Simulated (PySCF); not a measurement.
Computed with PySCF with PBE-D3(BJ)/def2-TZVP // PBE0-D4/def2-SVP. Isolated molecules, 0 K electronic values unless said otherwise. Excitations are Tamm–Dancoff values on a coarser integration grid. The basis has no diffuse functions, so Rydberg states are missing or too high.

Reference species (SMILES): `CO` (neutral, multiplicity 1).

```
Property                  Value
----------------------  -------
S1 oscillator strength    0.001
dipole moment            1.58 D
S1 excitation (TDA)     6.51 eV
```

After one change: the S1 oscillator strength stays essentially unchanged; the dipole moment increases by 2.37 D; the S1 excitation (TDA) rises by 1.29 eV.

Task: Which change was made? The new species is one of these.
A. `c1ccncc1`
B. `CC#N`
C. `COC`
D. `CN(C)C`

Result: B, `CC#N`
